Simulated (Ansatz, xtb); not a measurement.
# Ligand exchange: HCl + SiH3Cl → SiH4 + Cl2

Species: HCl (hydrogen chloride), singlet; SiH3Cl (chlorosilane) `[SiH3]Cl`, singlet; SiH4 (silane) `[SiH4]`, singlet; Cl2 (chlorine), singlet. The partners trade Cl for SiH3: H–Cl and Cl–SiH3 bonds give way to H–SiH3 and Cl–Cl.

Shapes, held fixed at every level: PBE0-D4/def2-TZVP. Programs: Ansatz 0.2.0, xtb 6.7.1. The zero-point and thermal change to 298 K, harmonic and unscaled (PBE0-D4/def2-TZVP), is -2.0 kJ/mol.

**What was measured.** Tabulated heats of formation (Active Thermochemical Tables, NIST-JANAF tables): HCl -92.2 (ATcT); SiH3Cl -141.8 (JANAF); SiH4 +34.3 (JANAF); Cl2 0.0 (ATcT) kJ/mol, which give ΔH(298 K) = +268.3 kJ/mol.

| level | kind | ΔH (kJ/mol) | computed − measured |
| --- | --- | --- | --- |
| GFN2-xTB | semi-empirical | +171.7 | -96.7 |
| HF/def2-TZVPP | Hartree–Fock | +276.0 | +7.7 |
| B3LYP-D4/def2-TZVPP | global hybrid | +250.0 | -18.3 |
| BHLYP-D4/def2-TZVPP | global hybrid | +264.9 | -3.4 |
| PBE0-D4/def2-TZVPP | global hybrid | +257.3 | -11.0 |
| wB97X-V/def2-TZVPP | range-separated hybrid | +259.9 | -8.4 |
| MP2/def2-TZVPP | perturbation theory | +278.9 | +10.6 |
| CCSD/def2-TZVPP | coupled cluster or CI | +267.5 | -0.9 |
| CCSD(T)/CBS estimate | coupled cluster or CI | +262.2 | -6.1 |

Nearest: CCSD/def2-TZVPP (-0.9); farthest: GFN2-xTB (-96.7). 5 of 9 levels lie within 10 kJ/mol. The heats of SiH3Cl come from older tables and can be uncertain by 10 kJ/mol or more. The CBS estimate extrapolates MP2 from def2-TZVPP and def2-QZVPP and adds CCSD(T) − MP2 in the triple-zeta set, cores frozen.
